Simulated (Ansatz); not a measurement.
Relaxation of BH4NO (7 atoms, charge 0, multiplicity 1), to a largest force component of 0.02 eV/Å in at most 50 steps.

Level of theory: Ansatz 0.2.0, UKS PBE0-D4/STO-3G.

```xyz
7
Properties=species:S:1:pos:R:3
N -0.752 0.096 -0.748
B 0.234 0.150 0.351
O 1.037 -1.022 0.573
H -0.535 0.905 0.807
H -1.300 1.049 -0.744
H 0.376 1.129 1.026
H 1.893 -0.883 0.018
```

Question: Where does it end, and by what steps?

Answer: The run converged. Limits of this set-up: minimal basis. After 15 steps the energy has fallen by 6.818 eV; H4 moved furthest, 1.68 Å. Parted: B2–H4. Joined: N1–H4.

| step | energy less start (eV) | largest force component (eV/Å) | accepted |
| --- | --- | --- | --- |
| 0 | 0.0000 | 6.064 | yes |
| 1 | -1.0803 | 1.486 | yes |
| 2 | -1.6371 | 1.798 | yes |
| 3 | -2.5962 | 2.637 | yes |
| 4 | -3.7600 | 2.321 | yes |
| 5 | -4.4262 | 4.466 | yes |
| 6 | -5.2751 | 1.840 | yes |
| 7 | -5.7854 | 2.096 | yes |
| 8 | -6.0484 | 2.485 | yes |
| 9 | -6.3970 | 2.588 | yes |
| 10 | -6.6709 | 1.740 | yes |
| 11 | -6.7030 | 2.637 | yes |
| 12 | -6.7390 | 2.347 | yes |
| 13 | -6.8113 | 0.188 | yes |
| 14 | -6.8156 | 0.375 | yes |
| 15 | -6.8175 | 0.016 | yes |

```xyz
7
Properties=species:S:1:pos:R:3
N -0.870 0.487 0.021
B 0.512 0.331 0.177
O 0.977 -0.906 0.564
H -1.556 -0.270 0.180
H -1.308 1.375 -0.263
H 1.213 1.250 -0.026
H 1.982 -0.844 0.628
```

Whether the end is a true minimum wasn't checked by a vibrational analysis.

Time of the run: 22 s on 1 thread of Arm Neoverse V1, on a shared host, peak memory 0.12 GiB.
